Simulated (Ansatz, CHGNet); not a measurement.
For zinc-blende AlN (metastable phase), the machine-learned potential CHGNet 0.3.0 (trained on PBE and PBE+U data) gives:

```
Property                           Value
------------------------------  --------
equilibrium lattice constant a   4.399 Å
elastic constant C11             284 GPa
elastic constant C44             123 GPa
polycrystal shear modulus       79.5 GPa
```

What does HSE06 (PAW; Ansatz, a first-principles code) give for the same quantities?


- lattice constant a: 4.365 Å (drops by 0.8 %)
- elastic constant C11: 307 GPa (rises by 8.1 %)
- elastic constant C44: 195 GPa (grows by 59 %)
- Voigt–Reuss–Hill shear modulus: 130 GPa (rises by 64 %)

Changes are worked out from the printed values.

Unless a cell is named, each level is at its own relaxed cell (CHGNet 0.3.0 10.64, HSE06 10.40 Å³/atom).

Ansatz's density-functional and Hartree–Fock values are scalar-relativistic unless marked +SOC, with PAW data made under PBE.
